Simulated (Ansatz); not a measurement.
# C2H8O: the cost of one run

All numbers below are computed with Ansatz 0.2.0 (RKS BLYP/6-31G).

### Step 1. The system as given

Bond lengths: C3–C4 1.525 Å, C4–O5 1.409 Å, C3–H6 1.086 Å, C3–H7 1.088 Å, C3–H8 1.090 Å, C4–H9 1.092 Å, C4–H10 1.100 Å, O5–H11 0.964 Å. Angles: C3–C4–O5 112.7°, C3–C4–H9 110.3°, C3–C4–H10 109.7°, O5–C4–H9 105.3°, O5–C4–H10 110.3°, H9–C4–H10 108.3°, C4–C3–H6 110.0°, C4–C3–H7 110.1°, C4–C3–H8 110.5°, H6–C3–H7 109.0°, H6–C3–H8 108.6°, H7–C3–H8 108.6°, C4–O5–H11 108.4°.

Coordinates:

```xyz
11

H    -0.5906    0.1854   -3.0585
H    -0.1266   -0.4386   -3.0563
C    -0.3384    0.6241    1.2403
C     0.6826   -0.1630    0.4261
O     0.2003   -1.4230    0.0196
H     0.0878    1.5736    1.5516
H    -0.6286    0.0597    2.1235
H    -1.2297    0.8209    0.6454
H     1.5679   -0.3735    1.0301
H     0.9934    0.4261   -0.4491
H    -0.6182   -1.2917   -0.4727
```

### Step 2. Preparing the start

Contents of input.yaml:

```yaml
crystal:
  periodic: [false, false, false]
  atoms:
    - { symbol: H, position_ang: [-0.5906, 0.1854, -3.0585] }
    - { symbol: H, position_ang: [-0.1266, -0.4386, -3.0563] }
    - { symbol: C, position_ang: [-0.3384, 0.6241, 1.2403] }
    - { symbol: C, position_ang: [0.6826, -0.163, 0.4261] }
    - { symbol: O, position_ang: [0.2003, -1.423, 0.0196] }
    - { symbol: H, position_ang: [0.0878, 1.5736, 1.5516] }
    - { symbol: H, position_ang: [-0.6286, 0.0597, 2.1235] }
    - { symbol: H, position_ang: [-1.2297, 0.8209, 0.6454] }
    - { symbol: H, position_ang: [1.5679, -0.3735, 1.0301] }
    - { symbol: H, position_ang: [0.9934, 0.4261, -0.4491] }
    - { symbol: H, position_ang: [-0.6182, -1.2917, -0.4727] }
basis:
  gaussian: { orbitals: "6-31G" }
hamiltonian:
  xc: blyp
relax:
  f_tol: 0.02
  max_steps: 40
scf:
  lower_state_search: "off"
```

The run is started by

```
ansatz run input.yaml --threads 1 --pin off --max-ram 2048MiB --backend cpu --events-out ev --progress --plain --runs-dir out
```

What time and memory should one allow on 1 thread of Arm Neoverse V1, shared host?

About 38 s, with a peak of 0.097 GiB.
